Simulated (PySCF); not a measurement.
**trans-2-methoxy-2-butene (O(/C(=C/C)C)C, C5H10O)**

Molfile (atoms numbered from 1):
```
C5H10O
     RDKit          3D

 16 15  0  0  0  0  0  0  0  0999 V2000
   -2.3218   -0.2092    0.6285 C   0  0  0  0  0  0  0  0  0  0  0  0
   -0.8393   -0.2968    0.4584 C   0  0  0  0  0  0  0  0  0  0  0  0
   -0.0906    0.5886   -0.2240 C   0  0  0  0  0  0  0  0  0  0  0  0
   -0.6160    1.8077   -0.9235 C   0  0  0  0  0  0  0  0  0  0  0  0
    1.2530    0.4957   -0.3860 O   0  0  0  0  0  0  0  0  0  0  0  0
    1.9216   -0.5850    0.1914 C   0  0  0  0  0  0  0  0  0  0  0  0
   -2.8377   -1.0515    0.1350 H   0  0  0  0  0  0  0  0  0  0  0  0
   -2.6090   -0.2505    1.6929 H   0  0  0  0  0  0  0  0  0  0  0  0
   -2.7410    0.7169    0.2106 H   0  0  0  0  0  0  0  0  0  0  0  0
   -0.3513   -1.1570    0.9232 H   0  0  0  0  0  0  0  0  0  0  0  0
    0.2301    2.4196   -1.2615 H   0  0  0  0  0  0  0  0  0  0  0  0
   -1.2447    2.4197   -0.2606 H   0  0  0  0  0  0  0  0  0  0  0  0
   -1.2201    1.5415   -1.8048 H   0  0  0  0  0  0  0  0  0  0  0  0
    2.9866   -0.4674   -0.0483 H   0  0  0  0  0  0  0  0  0  0  0  0
    1.5655   -1.5504   -0.2123 H   0  0  0  0  0  0  0  0  0  0  0  0
    1.7990   -0.6022    1.2897 H   0  0  0  0  0  0  0  0  0  0  0  0
  1  2  1  0
  2  3  2  0
  3  4  1  0
  3  5  1  0
  5  6  1  0
  1  7  1  0
  1  8  1  0
  1  9  1  0
  2 10  1  0
  4 11  1  0
  4 12  1  0
  4 13  1  0
  6 14  1  0
  6 15  1  0
  6 16  1  0
M  END
```

Computed, not measured: TDDFT CAM-B3LYP/def2-TZVPD excited states, vertical, gas phase (PySCF). Geometry: PBE0-D3(BJ)/def2-SVP.

States above about 7.4 eV (minus the energy of the highest occupied orbital) lie near or above the ionisation threshold and depend on the basis.

Problem. How strongly do the lowest singlets absorb one photon, and two photons of half the energy?

Solution. δ for parallel linear polarisation; σ at the peak of a Lorentzian of half width 0.1 eV, single beam; Ω is circular over linear.
```csv
state,E (eV),f,photon λ (nm),δ (au),σ (GM),Ω,main
S1,5.54,0.007,447,44.5,0.50,1.50,HOMO→LUMO 0.89
S2,6.09,0.007,407,7.37,0.10,1.49,"HOMO→LUMO+1 0.67, HOMO→LUMO+2 0.21"
S3,6.29,0.008,394,7.98,0.12,1.50,"HOMO→LUMO+2 0.64, HOMO→LUMO+1 0.25"
S4,6.61,0.227,375,39.3,0.63,0.69,HOMO→LUMO+3 0.88
S5,6.95,0.038,357,24.8,0.44,1.44,"HOMO→LUMO+4 0.30, HOMO→LUMO+5 0.30"
S6,6.99,0.091,355,71.2,1.27,1.16,"HOMO→LUMO+6 0.66, HOMO→LUMO+5 0.24"
```

Among these, the strongest one-photon state is S4, the strongest two-photon state S6, with a dipole change of 2.9 D (relaxed, norm of the difference vector).
